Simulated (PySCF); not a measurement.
# ClH: the cost of one run

Computed with PySCF 2.14.0, with density-fitted response routines of our own, on a single molecule in the gas phase. Atoms are numbered from 0 throughout.

### 1 Starting geometry

2 atoms, charge 0, multiplicity 1; geometry from: GFN2-xTB. The atoms were then displaced at random by about 0.01 Å, so the start is not that level's minimum.

Bonds of the start (Å): Cl0–H1 1.30.

### 2 Relaxing the molecule at PBE0-D3(BJ)/def2-SVP

What the job is given:

```
{"job": {"xc": "PBE0", "basis": "def2-SVP", "d3": "d3bj", "grid": 1, "shake": 0.01, "kind": "geom"}, "charge": 0, "multiplicity": 1}
Cl     0.660350    -0.028340     0.001210
H     -0.642860    -0.000470    -0.013340
```

Command:

```bash
OMP_NUM_THREADS=1 python probes_run.py task.json out
```

This one command runs all jobs of the session in turn.

Q: Estimate the wall time and peak memory of this first job on 1 thread of Arm Neoverse N1, shared host.

About 2.1 s, with a peak of 0.23 GiB.
